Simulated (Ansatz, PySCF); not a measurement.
Gas-phase enthalpy of formation at 298 K, by the atomisation route, of [C-]#[NH+] (CHN) (SMILES; CHN, methanidylidyneazanium). Structures are relaxed separately at B3LYP-D3(BJ)/def2-TZVP in Ansatz (a quantum-chemistry and plane-wave program). Cores are frozen in the correlated levels unless marked. UHF or UKS for open shells. Spin-orbit coupling is left out. Non-relativistic. Basis-set limits of correlation are two-point, X^-3; Hartree-Fock from the larger set (for Q and 5 zeta extrapolated as (X+1)exp(-9√X)). Thermal terms are rigid-rotor harmonic-oscillator values from B3LYP-D3(BJ) frequencies (PySCF) at 298.15 K and 1 atm. 1 Eh = 627.5095 kcal/mol.

```csv
species,count,"E, CCSD(T)/CBS(cc-pVQZ,cc-pV5Z) (Ansatz) (Eh)","E, PBE/def2-TZVPD (Ansatz) (Eh)",measured ΔHf at 0 K (kcal/mol),H(298) - H(0) of the element (kcal/mol)
[C-]#[NH+] (CHN),1,-93.29271,-93.32322,-,-
C atom,1,-37.78969,-37.79605,169.98,0.25
H atom,1,-0.50000,-0.49962,51.63,1.01
N atom,1,-54.53058,-54.53224,112.53,1.04
```

Molecule: zero-point energy 9.76, H(298) - H(0) 2.39 kcal/mol. The route leaves out scalar relativity and anharmonic zero-point terms, the atoms' spin-orbit terms, and in the frozen-core level the core correlation. Atomic data: G2/97 table in ASE.

Task: Work out De, D0 and ΔHf at 0 and 298 K at both levels, and their errors against the measured value.

Result: 
The atoms' values sum to 334.14 (0 K) and 2.30 (thermal), in kcal/mol.
- CCSD(T)/CBS(cc-pVQZ,cc-pV5Z): De = 296.46; D0 = 296.46 - 9.76 = 286.70; ΔHf(0 K) = 334.14 - 286.70 = 47.44; ΔHf(298 K) = 47.44 + 2.39 - 2.30 = 47.53; error +1.6.
- PBE/def2-TZVPD: De = 310.81; D0 = 310.81 - 9.76 = 301.05; ΔHf(0 K) = 334.14 - 301.05 = 33.09; ΔHf(298 K) = 33.09 + 2.39 - 2.30 = 33.18; error -12.7.
Measured: 45.9 kcal/mol (Active Thermochemical Tables 1.112 (ions: stationary electron), as tabulated in the package chemicals).
